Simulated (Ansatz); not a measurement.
Consider the hydrogenolysis of a C–F bond: `FC1NCO1` + H₂ → `C1NCO1` + H–F.

Program: Ansatz. Geometries: PBE0-D4/def2-TZVP. ΔE: electronic, gas phase. CBS: MP2 limit from def2 TZ/QZ plus the TZ coupled-cluster correction, frozen cores. This one scheme is used for every species. Functionals use def2-TZVPP.

CCSD(T)/CBS gives -38.8 kJ/mol.

**Question.** Another level gave -21.7 kJ/mol. Which?
A. B2PLYP/def2-TZVPP
B. BLYP-D4/def2-TZVPP
C. SCS-MP2/def2-TZVPP
D. LDA (SPW92)/def2-TZVPP

**Answer.** B. BLYP-D4 -21.7, B2PLYP -31.2, LDA (SPW92) -12.9, SCS-MP2/def2-TZVPP -37.9 kJ/mol.

Largest T1 diagnostic among the species: 0.012.

Leaving LDA and LC-ωPBE aside and taking each functional with its dispersion term where it has one, the values, not all of them listed here, spread over 16.4 kJ/mol, from PBE-QIDH to r2SCAN-D4. LDA lies +10.1 kJ/mol from PBE without D4. From BLYP to BHLYP (50 % exact exchange), in def2-TZVPP and without D4, ΔE moves by −8.7 kJ/mol. At CCSD(T), def2-SVP lies +20.9 kJ/mol from the extrapolated value and def2-TZVPP +4.1 kJ/mol.
